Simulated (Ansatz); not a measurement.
Basis-set extrapolation for C₃H₇FO (`CC(O)CF`) (PBE0-D4/def2-TZVP geometry, frozen core, Ansatz 0.2.0). Multiplicity 1, RHF reference.

|  | def2-TZVPP | def2-QZVPP |
| --- | --- | --- |
| HF | -292.097694 | -292.111117 |
| MP2 correlation | -1.010598 | -1.087951 |
| CCSD(T) correlation | -1.082956 | not run |

Energies in hartree. Use E(X) = E(∞) + A·exp(−7.88·√X) for Hartree–Fock and E(X) = E(∞) + B·X^(−2.97) for correlation, with X = 3 and 4, and add CCSD(T) minus MP2 of the smaller set to the MP2 limit.

Q: What is the CCSD(T) energy at the basis-set limit?

A: HF limit: -292.111117 + (-0.013423) × 0.13774 = -292.11297. MP2 limit: -1.087951 + (-0.077353) × 0.74074 = -1.14525. Higher-order term: -1.082956 − (-1.010598) = -0.07236. Total: -293.33058 hartree, 94.1 kcal/mol below CCSD(T)/def2-TZVPP.
